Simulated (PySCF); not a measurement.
# SO2F2: NMR shifts at several levels of theory, part 1 of 2

Aim: compute the NMR shifts of SO2F2 (`O=S(=O)(F)F`) at several levels, and see how far they spread and what each costs.

The runs use PySCF 2.14.0, with density-fitted response routines of our own; the level of theory stands in each step. All values are computed, except where a source is named. Atoms count from 0, in the outputs and in this text.

**1. The starting structure**

5 atoms, charge 0, multiplicity 1; geometry from: GFN2-xTB. The atoms were then displaced at random by about 0.01 Å, so the start is not that level's minimum.

Bonds of the start (Å): O0–S1 1.41, S1–O2 1.40, S1–F3 1.59, S1–F4 1.60.

**2. Geometry optimisation at PBE0-D3(BJ)/def2-SVP**

Job settings and geometry (Å):

```
{"job": {"xc": "PBE0", "basis": "def2-SVP", "d3": "d3bj", "grid": 1, "shake": 0.01, "kind": "geom"}, "charge": 0, "multiplicity": 1}
O     -0.217900    -1.130410    -0.972470
S     -0.069570    -0.165390     0.040600
O     -0.380960    -0.379060     1.385370
F     -0.711080     1.213960    -0.416610
F      1.413080     0.426940    -0.074770
```

Launch:

```sh
> OMP_NUM_THREADS=1 python probes_run.py task.json out
```

One launch serves the whole session: the jobs run in the order shown.

What it wrote:

```text
step   0  E = -747.36490128  max force = 0.042847
step   1  E = -747.35288390  max force = 0.084865
step   2  E = -747.36446529  max force = 0.050170
step   3  E = -747.36734833  max force = 0.007339
step   4  E = -747.36757408  max force = 0.001890
step   5  E = -747.36760128  max force = 0.000504
step   6  E = -747.36760177  max force = 0.000199
optimisation converged
```

Run time: 11 s. Hardware: 1 thread of Arm Neoverse V1, shared host; peak memory 0.32 GiB.

Step by step: (the energy doesn't fall at every step)

| step | energy from step 0 (eV) | largest force component (eV/Å) |
| --- | --- | --- |
| 0 | 0.0000 | 2.2033 |
| 1 | 0.3270 | 4.3639 |
| 2 | 0.0119 | 2.5798 |
| 3 | -0.0666 | 0.3774 |
| 4 | -0.0727 | 0.0972 |
| 5 | -0.0735 | 0.0259 |
| 6 | -0.0735 | 0.0102 |

Distances of close pairs at the start and the end, largest changes first:

| bond | before (Å) | after (Å) | change (Å) |
| --- | --- | --- | --- |
| S1–O2 | 1.397 | 1.424 | +0.027 |
| S1–F4 | 1.601 | 1.576 | -0.025 |
| O0–S1 | 1.407 | 1.424 | +0.017 |
| S1–F3 | 1.588 | 1.576 | -0.013 |

The end geometry stands in the next job.

| at the end point | value |
| --- | --- |
| point group (found at 0.08 Å tolerance) | C2v |
| rotational constants (GHz, main isotopes) | 4.929, 4.866, 4.844 |
| dipole moment (D) | 0.78 |

**3. Shielding tensors: HF/pcSseg-2**

Job settings and geometry (Å):

```
{"job": {"kind": "nmr", "xc": "HF", "basis": "pcSseg-2", "pop": false}, "charge": 0, "multiplicity": 1}
O      0.888682    -0.628035    -1.060122
S      0.149425    -0.085218     0.029165
O      0.519555    -0.150889     1.402767
F     -1.338066    -0.587779    -0.101419
F     -0.188644     1.416057    -0.309418
```

Method: GIAO HF/pcSseg-2 NMR shielding, non-relativistic, gas phase.

What it wrote:

```text
final grid: 57376 points
cycle   1  E = -746.0229913396  dE =  1.613e+00  |g| = 1.124e+00  |ddm| = 2.128e+00
cycle   2  E = -746.1353773728  dE = -1.124e-01  |g| = 8.324e-01  |ddm| = 1.001e+00
cycle   3  E = -746.2454773234  dE = -1.101e-01  |g| = 7.569e-02  |ddm| = 4.533e-01
cycle   4  E = -746.2466009016  dE = -1.124e-03  |g| = 2.585e-02  |ddm| = 4.854e-02
cycle   5  E = -746.2467624962  dE = -1.616e-04  |g| = 8.531e-03  |ddm| = 1.876e-02
cycle   6  E = -746.2467788559  dE = -1.636e-05  |g| = 2.291e-03  |ddm| = 4.700e-03
cycle   7  E = -746.2467817127  dE = -2.857e-06  |g| = 6.008e-04  |ddm| = 2.807e-03
cycle   8  E = -746.2467818817  dE = -1.690e-07  |g| = 1.478e-04  |ddm| = 6.895e-04
cycle   9  E = -746.2467818929  dE = -1.118e-08  |g| = 3.060e-05  |ddm| = 2.180e-04
cycle  10  E = -746.2467818935  dE = -5.559e-10  |g| = 9.872e-06  |ddm| = 4.647e-05
converged SCF energy = -746.2467818935

GIAO shielding tensors (ppm)
atom      isotropic    diamagn.    paramagn.     s11        s22        s33       span
  0 O      133.752     391.050    -257.298     74.062    118.528    208.667    134.604
  1 S      186.469    1042.523    -856.055     16.859     32.798    509.748    492.889
  2 O      133.710     391.083    -257.373     73.922    118.427    208.782    134.860
  3 F      161.497     469.109    -307.612     44.355     57.721    382.415    338.060
  4 F      161.390     469.116    -307.725     44.135     57.536    382.500    338.365
```

It took 5.3 s on 1 thread of Arm Neoverse V1, shared host; peak memory 0.86 GiB.

Shifts follow as δ = σ(reference) − σ, with reference shieldings (ppm) from runs at the same level and on the same kind of geometry: 19F CFCl3 245.3, 17O H2O 326.3, 33S CS2 522. The references are single molecules in the gas phase, so shifts against H2O, NH3, PH3, H3PO4 or CFCl3 are not on the usual liquid scales and can be off by tens of ppm. Atoms listed in one row are averaged.

| atoms | environment | σ (ppm) | δ (ppm) |
| --- | --- | --- | --- |
| O0, O2 | S=O oxygen | 133.7 | 192.6 |
| S1 | sulfonyl sulfur | 186 | 336 |
| F3, F4 | fluorine bonded to S | 161.4 | 83.8 |

**4. Shielding tensors: LDA/pcSseg-2**

Job settings and geometry (Å):

```
{"job": {"kind": "nmr", "xc": "LDA", "basis": "pcSseg-2", "pop": false}, "charge": 0, "multiplicity": 1}
O      0.888682    -0.628035    -1.060122
S      0.149425    -0.085218     0.029165
O      0.519555    -0.150889     1.402767
F     -1.338066    -0.587779    -0.101419
F     -0.188644     1.416057    -0.309418
```

Method: GIAO LDA/pcSseg-2 NMR shielding, non-relativistic, gas phase.

What it wrote:

```text
coarse grid: 5968 points
cycle   1  E = -744.5710017227  dE =  1.500e+00  |g| = 1.342e+00  |ddm| = 2.213e+00
cycle   2  E = -742.7108936341  dE =  1.860e+00  |g| = 3.508e+00  |ddm| = 2.714e+00
cycle   3  E = -744.8195853763  dE = -2.109e+00  |g| = 5.292e-01  |ddm| = 2.167e+00
cycle   4  E = -744.8538175483  dE = -3.423e-02  |g| = 2.627e-01  |ddm| = 3.384e-01
cycle   5  E = -744.8637194047  dE = -9.902e-03  |g| = 4.552e-02  |ddm| = 1.144e-01
cycle   6  E = -744.8640894283  dE = -3.700e-04  |g| = 1.231e-02  |ddm| = 3.199e-02
cycle   7  E = -744.8641189988  dE = -2.957e-05  |g| = 1.086e-03  |ddm| = 7.076e-03
cycle   8  E = -744.8641189129  dE =  8.583e-08  |g| = 1.238e-03  |ddm| = 1.026e-03
final grid: 57376 points
cycle   9  E = -744.8488001128  dE = -1.091e-05  |g| = 4.999e-03  |ddm| = 9.524e-03
cycle  10  E = -744.8487682219  dE =  3.189e-05  |g| = 1.431e-02  |ddm| = 9.183e-03
cycle  11  E = -744.8488041309  dE = -3.591e-05  |g| = 1.072e-03  |ddm| = 7.105e-03
cycle  12  E = -744.8488042620  dE = -1.311e-07  |g| = 5.771e-04  |ddm| = 7.357e-04
cycle  13  E = -744.8488043106  dE = -4.864e-08  |g| = 1.464e-04  |ddm| = 2.850e-04
cycle  14  E = -744.8488043142  dE = -3.599e-09  |g| = 2.684e-05  |ddm| = 9.179e-05
cycle  15  E = -744.8488043143  dE = -1.139e-10  |g| = 4.702e-06  |ddm| = 1.295e-05
converged SCF energy = -744.8488043143

GIAO shielding tensors (ppm)
atom      isotropic    diamagn.    paramagn.     s11        s22        s33       span
  0 O       70.326     392.091    -321.765      5.990     45.970    159.018    153.028
  1 S      143.101    1047.004    -903.904    -50.890     -9.807    489.999    540.889
  2 O       70.291     392.123    -321.831      5.840     45.864    159.171    153.331
  3 F       76.571     469.979    -393.409    -57.010    -41.874    328.596    385.606
  4 F       76.424     469.985    -393.561    -57.284    -42.129    328.683    385.967
```

Wall time 12 s (1 thread of Arm Neoverse V1, shared host); peak memory 0.86 GiB.

In short: δ O0 264.1, S1 341, F3 61.7 ppm (means over like atoms).

**5. Shielding tensors: PBE/pcSseg-2**

Job settings and geometry (Å):

```
{"job": {"kind": "nmr", "xc": "PBE", "basis": "pcSseg-2", "pop": false}, "charge": 0, "multiplicity": 1}
O      0.888682    -0.628035    -1.060122
S      0.149425    -0.085218     0.029165
O      0.519555    -0.150889     1.402767
F     -1.338066    -0.587779    -0.101419
F     -0.188644     1.416057    -0.309418
```

With the program's defaults for keys left out, this is: GIAO PBE/pcSseg-2 NMR shielding, non-relativistic, gas phase.

What it wrote:

```text
coarse grid: 5968 points
cycle   1  E = -747.7009415098  dE =  1.512e+00  |g| = 1.359e+00  |ddm| = 2.196e+00
cycle   2  E = -745.9485411905  dE =  1.752e+00  |g| = 3.424e+00  |ddm| = 2.636e+00
cycle   3  E = -747.9600047316  dE = -2.011e+00  |g| = 5.200e-01  |ddm| = 2.100e+00
cycle   4  E = -747.9945687778  dE = -3.456e-02  |g| = 2.476e-01  |ddm| = 3.349e-01
cycle   5  E = -748.0035453921  dE = -8.977e-03  |g| = 4.438e-02  |ddm| = 1.100e-01
cycle   6  E = -748.0039038970  dE = -3.585e-04  |g| = 1.116e-02  |ddm| = 3.163e-02
cycle   7  E = -748.0039284098  dE = -2.451e-05  |g| = 1.169e-03  |ddm| = 6.654e-03
cycle   8  E = -748.0039281400  dE =  2.699e-07  |g| = 1.642e-03  |ddm| = 1.307e-03
final grid: 57376 points
cycle   9  E = -747.9977726553  dE = -5.010e-05  |g| = 8.368e-03  |ddm| = 1.955e-02
cycle  10  E = -747.9977128994  dE =  5.976e-05  |g| = 1.989e-02  |ddm| = 1.339e-02
cycle  11  E = -747.9977820163  dE = -6.912e-05  |g| = 3.423e-03  |ddm| = 1.100e-02
cycle  12  E = -747.9977839474  dE = -1.931e-06  |g| = 8.094e-04  |ddm| = 1.951e-03
cycle  13  E = -747.9977840462  dE = -9.881e-08  |g| = 3.256e-04  |ddm| = 5.596e-04
cycle  14  E = -747.9977840641  dE = -1.792e-08  |g| = 4.016e-05  |ddm| = 1.706e-04
cycle  15  E = -747.9977840642  dE = -1.050e-10  |g| = 2.809e-05  |ddm| = 2.691e-05
converged SCF energy = -747.9977840642

GIAO shielding tensors (ppm)
atom      isotropic    diamagn.    paramagn.     s11        s22        s33       span
  0 O       79.127     392.940    -313.813     15.145     55.274    166.961    151.816
  1 S      166.431    1047.407    -880.976    -19.431     18.667    500.057    519.488
  2 O       79.090     392.974    -313.884     14.999     55.164    167.107    152.108
  3 F       87.151     470.545    -383.394    -44.138    -29.376    334.967    379.105
  4 F       87.001     470.551    -383.551    -44.412    -29.634    335.047    379.459
```

Run time: 14 s. Hardware: 1 thread of Arm Neoverse V1, shared host; peak memory 0.75 GiB.

In short: δ O0 248.8, S1 331, F3 55.9 ppm (means over like atoms).

**6. Nuclear shieldings: BLYP/pcSseg-2**

Job settings and geometry (Å):

```
{"job": {"kind": "nmr", "xc": "BLYP", "basis": "pcSseg-2", "pop": false}, "charge": 0, "multiplicity": 1}
O      0.888682    -0.628035    -1.060122
S      0.149425    -0.085218     0.029165
O      0.519555    -0.150889     1.402767
F     -1.338066    -0.587779    -0.101419
F     -0.188644     1.416057    -0.309418
```

Method: GIAO BLYP/pcSseg-2 NMR shielding, non-relativistic, gas phase.

What it wrote:

```text
coarse grid: 5968 points
cycle   1  E = -748.1291527340  dE =  1.548e+00  |g| = 1.469e+00  |ddm| = 2.204e+00
cycle   2  E = -746.0913436766  dE =  2.038e+00  |g| = 3.696e+00  |ddm| = 2.862e+00
cycle   3  E = -748.4255409830  dE = -2.334e+00  |g| = 5.723e-01  |ddm| = 2.296e+00
cycle   4  E = -748.4650136938  dE = -3.947e-02  |g| = 2.973e-01  |ddm| = 3.761e-01
cycle   5  E = -748.4777788279  dE = -1.277e-02  |g| = 5.266e-02  |ddm| = 1.298e-01
cycle   6  E = -748.4782783768  dE = -4.995e-04  |g| = 1.299e-02  |ddm| = 3.784e-02
cycle   7  E = -748.4783116397  dE = -3.326e-05  |g| = 1.559e-03  |ddm| = 7.959e-03
cycle   8  E = -748.4783113217  dE =  3.180e-07  |g| = 2.009e-03  |ddm| = 1.636e-03
final grid: 57376 points
cycle   9  E = -748.4671391649  dE = -1.974e-05  |g| = 7.856e-03  |ddm| = 1.302e-02
cycle  10  E = -748.4670688059  dE =  7.036e-05  |g| = 2.151e-02  |ddm| = 1.370e-02
cycle  11  E = -748.4671485321  dE = -7.973e-05  |g| = 2.429e-03  |ddm| = 1.071e-02
cycle  12  E = -748.4671494396  dE = -9.075e-07  |g| = 4.409e-04  |ddm| = 1.214e-03
cycle  13  E = -748.4671494654  dE = -2.577e-08  |g| = 1.576e-04  |ddm| = 2.736e-04
cycle  14  E = -748.4671494686  dE = -3.227e-09  |g| = 8.472e-05  |ddm| = 1.087e-04
cycle  15  E = -748.4671494698  dE = -1.209e-09  |g| = 9.939e-06  |ddm| = 5.172e-05
cycle  16  E = -748.4671494699  dE = -1.819e-11  |g| = 2.265e-06  |ddm| = 7.326e-06
converged SCF energy = -748.4671494699

GIAO shielding tensors (ppm)
atom      isotropic    diamagn.    paramagn.     s11        s22        s33       span
  0 O       76.850     393.151    -316.301     11.340     50.697    168.512    157.172
  1 S      148.319    1046.620    -898.302    -41.196     -3.107    489.259    530.456
  2 O       76.808     393.184    -316.376     11.190     50.581    168.653    157.463
  3 F       87.131     471.328    -384.197    -44.906    -31.787    338.086    382.992
  4 F       86.974     471.334    -384.359    -45.187    -32.052    338.162    383.349
```

Run time: 15 s. Hardware: 1 thread of Arm Neoverse V1, shared host; peak memory 0.75 GiB.

In short: δ O0 248.3, S1 340, F3 56.1 ppm (means over like atoms).

**7. NMR shieldings: BP86/pcSseg-2**

Job settings and geometry (Å):

```
{"job": {"kind": "nmr", "xc": "BP86", "basis": "pcSseg-2", "pop": false}, "charge": 0, "multiplicity": 1}
O      0.888682    -0.628035    -1.060122
S      0.149425    -0.085218     0.029165
O      0.519555    -0.150889     1.402767
F     -1.338066    -0.587779    -0.101419
F     -0.188644     1.416057    -0.309418
```

With the program's defaults for keys left out, this is: GIAO BP86/pcSseg-2 NMR shielding, non-relativistic, gas phase.

What it wrote:

```text
coarse grid: 5968 points
cycle   1  E = -748.2328397422  dE =  1.516e+00  |g| = 1.374e+00  |ddm| = 2.196e+00
cycle   2  E = -746.4610477475  dE =  1.772e+00  |g| = 3.446e+00  |ddm| = 2.662e+00
cycle   3  E = -748.4976488776  dE = -2.037e+00  |g| = 5.228e-01  |ddm| = 2.118e+00
cycle   4  E = -748.5319451476  dE = -3.430e-02  |g| = 2.547e-01  |ddm| = 3.367e-01
cycle   5  E = -748.5414179086  dE = -9.473e-03  |g| = 4.551e-02  |ddm| = 1.140e-01
cycle   6  E = -748.5417871338  dE = -3.692e-04  |g| = 1.132e-02  |ddm| = 3.163e-02
cycle   7  E = -748.5418123174  dE = -2.518e-05  |g| = 1.218e-03  |ddm| = 6.657e-03
cycle   8  E = -748.5418120495  dE =  2.680e-07  |g| = 1.678e-03  |ddm| = 1.352e-03
final grid: 57376 points
cycle   9  E = -748.5369045912  dE = -2.914e-05  |g| = 7.405e-03  |ddm| = 1.425e-02
cycle  10  E = -748.5368448676  dE =  5.972e-05  |g| = 1.968e-02  |ddm| = 1.264e-02
cycle  11  E = -748.5369129216  dE = -6.805e-05  |g| = 1.879e-03  |ddm| = 1.010e-02
cycle  12  E = -748.5369133670  dE = -4.454e-07  |g| = 7.955e-04  |ddm| = 1.231e-03
cycle  13  E = -748.5369135171  dE = -1.501e-07  |g| = 2.096e-04  |ddm| = 4.234e-04
cycle  14  E = -748.5369134724  dE =  4.472e-08  |g| = 1.107e-04  |ddm| = 1.677e-04
cycle  15  E = -748.5369134744  dE = -1.993e-09  |g| = 1.034e-05  |ddm| = 5.774e-05
cycle  16  E = -748.5369134744  dE = -1.910e-11  |g| = 1.674e-06  |ddm| = 5.593e-06
converged SCF energy = -748.5369134744

GIAO shielding tensors (ppm)
atom      isotropic    diamagn.    paramagn.     s11        s22        s33       span
  0 O       78.628     392.332    -313.704     14.406     54.179    167.298    152.892
  1 S      162.370    1047.314    -884.944    -24.483     13.488    498.105    522.589
  2 O       78.590     392.364    -313.774     14.258     54.069    167.443    153.185
  3 F       87.747     470.257    -382.510    -43.554    -29.128    335.924    379.477
  4 F       87.597     470.263    -382.666    -43.829    -29.384    336.005    379.834
```

Wall time 15 s (1 thread of Arm Neoverse V1, shared host); peak memory 0.75 GiB.

This run: δ O0 247.5, S1 332, F3 56.3 ppm (means over like atoms).

**8. Nuclear shieldings: OPBE/pcSseg-2**

Job settings and geometry (Å):

```
{"job": {"kind": "nmr", "xc": "OPBE", "basis": "pcSseg-2", "pop": false}, "charge": 0, "multiplicity": 1}
O      0.888682    -0.628035    -1.060122
S      0.149425    -0.085218     0.029165
O      0.519555    -0.150889     1.402767
F     -1.338066    -0.587779    -0.101419
F     -0.188644     1.416057    -0.309418
```

With the program's defaults for keys left out, this is: GIAO OPBE/pcSseg-2 NMR shielding, non-relativistic, gas phase.

What it wrote:

```text
coarse grid: 5968 points
cycle   1  E = -748.0165241540  dE =  1.460e+00  |g| = 1.252e+00  |ddm| = 2.196e+00
cycle   2  E = -746.7109673540  dE =  1.306e+00  |g| = 2.979e+00  |ddm| = 2.254e+00
cycle   3  E = -748.2460457231  dE = -1.535e+00  |g| = 4.462e-01  |ddm| = 1.779e+00
cycle   4  E = -748.2739824900  dE = -2.794e-02  |g| = 1.855e-01  |ddm| = 2.850e-01
cycle   5  E = -748.2792271950  dE = -5.245e-03  |g| = 3.693e-02  |ddm| = 8.878e-02
cycle   6  E = -748.2794805050  dE = -2.533e-04  |g| = 7.902e-03  |ddm| = 2.635e-02
cycle   7  E = -748.2794929720  dE = -1.247e-05  |g| = 8.520e-04  |ddm| = 4.807e-03
cycle   8  E = -748.2794927536  dE =  2.183e-07  |g| = 1.340e-03  |ddm| = 1.069e-03
final grid: 57376 points
cycle   9  E = -748.2882513227  dE = -9.448e-05  |g| = 3.513e-02  |ddm| = 4.208e-02
cycle  10  E = -748.2874048844  dE =  8.464e-04  |g| = 7.885e-02  |ddm| = 4.914e-02
cycle  11  E = -748.2884279332  dE = -1.023e-03  |g| = 8.537e-03  |ddm| = 3.805e-02
cycle  12  E = -748.2884411639  dE = -1.323e-05  |g| = 1.573e-03  |ddm| = 4.963e-03
cycle  13  E = -748.2884414824  dE = -3.185e-07  |g| = 6.854e-04  |ddm| = 9.179e-04
cycle  14  E = -748.2884415461  dE = -6.367e-08  |g| = 3.689e-04  |ddm| = 5.036e-04
cycle  15  E = -748.2884415716  dE = -2.554e-08  |g| = 2.815e-05  |ddm| = 1.960e-04
cycle  16  E = -748.2884415718  dE = -1.596e-10  |g| = 3.836e-06  |ddm| = 1.826e-05
converged SCF energy = -748.2884415718

GIAO shielding tensors (ppm)
atom      isotropic    diamagn.    paramagn.     s11        s22        s33       span
  0 O       89.342     394.090    -304.748     26.991     68.811    172.224    145.233
  1 S      203.357    1049.484    -846.127     25.211     61.737    523.123    497.912
  2 O       89.312     394.127    -304.815     26.858     68.703    172.375    145.517
  3 F       98.800     470.538    -371.739    -29.888    -12.875    339.162    369.050
  4 F       98.659     470.547    -371.888    -30.145    -13.122    339.244    369.389
```

Run time: 15 s. Hardware: 1 thread of Arm Neoverse V1, shared host; peak memory 0.75 GiB.

Key values: δ O0 239.9, S1 314, F3 56.4 ppm (means over like atoms).

**9. Shielding tensors: KT2/pcSseg-2**

Job settings and geometry (Å):

```
{"job": {"kind": "nmr", "xc": "KT2", "basis": "pcSseg-2", "pop": false}, "charge": 0, "multiplicity": 1}
O      0.888682    -0.628035    -1.060122
S      0.149425    -0.085218     0.029165
O      0.519555    -0.150889     1.402767
F     -1.338066    -0.587779    -0.101419
F     -0.188644     1.416057    -0.309418
```

With the program's defaults for keys left out, this is: GIAO KT2/pcSseg-2 NMR shielding, non-relativistic, gas phase.

What it wrote:

```text
coarse grid: 5968 points
cycle   1  E = -755.9051931018  dE =  1.541e+00  |g| = 1.407e+00  |ddm| = 2.164e+00
cycle   2  E = -754.3797426171  dE =  1.525e+00  |g| = 3.239e+00  |ddm| = 2.551e+00
cycle   3  E = -756.1947894904  dE = -1.815e+00  |g| = 5.053e-01  |ddm| = 2.009e+00
cycle   4  E = -756.2269642078  dE = -3.217e-02  |g| = 2.515e-01  |ddm| = 3.467e-01
cycle   5  E = -756.2368165483  dE = -9.852e-03  |g| = 4.806e-02  |ddm| = 1.239e-01
cycle   6  E = -756.2372393073  dE = -4.228e-04  |g| = 8.259e-03  |ddm| = 3.430e-02
cycle   7  E = -756.2372530675  dE = -1.376e-05  |g| = 1.246e-03  |ddm| = 5.673e-03
cycle   8  E = -756.2372530962  dE = -2.874e-08  |g| = 1.128e-03  |ddm| = 1.035e-03
final grid: 57376 points
cycle   9  E = -756.2606334015  dE = -2.920e-04  |g| = 2.834e-02  |ddm| = 4.029e-02
cycle  10  E = -756.2600358321  dE =  5.976e-04  |g| = 6.507e-02  |ddm| = 4.115e-02
cycle  11  E = -756.2607399018  dE = -7.041e-04  |g| = 6.654e-03  |ddm| = 3.330e-02
cycle  12  E = -756.2607467131  dE = -6.811e-06  |g| = 2.890e-03  |ddm| = 4.557e-03
cycle  13  E = -756.2607479484  dE = -1.235e-06  |g| = 5.819e-04  |ddm| = 1.538e-03
cycle  14  E = -756.2607479910  dE = -4.265e-08  |g| = 3.353e-04  |ddm| = 4.638e-04
cycle  15  E = -756.2607480116  dE = -2.062e-08  |g| = 5.635e-05  |ddm| = 2.011e-04
cycle  16  E = -756.2607480123  dE = -6.139e-10  |g| = 7.051e-06  |ddm| = 3.798e-05
converged SCF energy = -756.2607480123

GIAO shielding tensors (ppm)
atom      isotropic    diamagn.    paramagn.     s11        s22        s33       span
  0 O       81.903     392.447    -310.544     18.234     57.447    170.029    151.795
  1 S      201.765    1049.414    -847.649     24.833     59.122    521.341    496.508
  2 O       81.859     392.478    -310.619     18.082     57.331    170.163    152.082
  3 F       90.145     471.329    -381.184    -41.293    -27.126    338.853    380.146
  4 F       89.991     471.335    -381.344    -41.576    -27.385    338.934    380.510
```

It took 15 s on 1 thread of Arm Neoverse V1, shared host; peak memory 0.75 GiB.

Key values: δ O0 242.5, S1 323, F3 46.3 ppm (means over like atoms).

(Continued in part 2 of 2.)
